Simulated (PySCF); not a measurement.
Geometry:
| atom | x (Å) | y (Å) | z (Å) |
| --- | --- | --- | --- |
| C1 | 2.479 | 0.663 | -0.239 |
| C2 | 1.303 | -0.272 | -0.100 |
| O3 | 0.171 | 0.476 | 0.263 |
| C4 | -0.972 | -0.283 | 0.403 |
| C5 | -1.776 | -0.620 | -0.820 |
| C6 | -2.263 | 0.413 | 0.164 |
| H7 | 2.661 | 1.194 | 0.707 |
| H8 | 3.389 | 0.108 | -0.509 |
| H9 | 2.284 | 1.415 | -1.018 |
| H10 | 1.512 | -1.046 | 0.667 |
| H11 | 1.116 | -0.812 | -1.050 |
| H12 | -0.928 | -1.035 | 1.205 |
| H13 | -2.284 | -1.587 | -0.872 |
| H14 | -1.390 | -0.250 | -1.773 |
| H15 | -3.114 | 0.177 | 0.807 |
| H16 | -2.188 | 1.460 | -0.138 |

One averaged value for each set of equivalent atoms, in vacuum, single conformer, non-relativistic. σ from GIAO-PBE0/pcSseg-1; coordinates at the PBE0-D3(BJ)/def2-SVP level; spin–spin couplings from B3LYP/pcJ-1 (without the spin–dipole term); PySCF.

References, each an isolated molecule treated in the same way: ¹H vs TMS.

The spectrum was simulated from the full spin Hamiltonian at 500 MHz with 0.8 Hz Lorentzian lines, from shifts rounded to 0.01 ppm and J to 0.1 Hz, couplings under 1 Hz left out.

Problem. List the maxima of its ¹H spectrum with integrals.

Solution. 
Maxima in Hz from TMS (height), grouped by integral:
2H: 1626.9 (16), 1619.0 (49), 1611.1 (50), 1603.2 (17)
1H: 1450.2 (4), 1446.9 (9), 1443.4 (12), 1440.1 (17), 1436.7 (12), 1433.2 (9), 1429.8 (4)
3H: 572.9 (51), 565.0 (100), 557.1 (49)
2H: 269.8 (4), 268.4 (5), 266.5 (4), 265.0 (6), 263.5 (18), 262.5 (13), 260.8 (19), 260.1 (26), 257.6 (16), 256.5 (15), 254.8 (6), 253.0 (6), 251.5 (5)
2H: 200.3 (5), 198.9 (6), 195.2 (11), 193.8 (17), 192.5 (15), 191.7 (21), 188.3 (11), 186.9 (17), 185.6 (14), 184.8 (19), 179.9 (4), 178.4 (3)

Problem. Summarise it as multiplets with assignments.

Solution. ¹H NMR (500 MHz, computed): δ 3.23 (q, J = 7.9 Hz, 2H, H10/H11), 2.88 (tt, J = 6.9, 3.3 Hz, 1H, H12), 1.13 (t, J = 7.9 Hz, 3H, H7/H8/H9), 0.52 (m, 2H, H14/H16), 0.38 (m, 2H, H13/H15). These are first-order names; overlap and second-order distortion can hide them in the list.

Multiplet labels drop couplings under 1 Hz and merge nearly equal ones. Couplings among chemically equivalent protons are left out too, so labels in AA′BB′ or AA′XX′ sets are apparent multiplicities. Unscaled 3J(H,H) at this level run about 10 % above measured values.
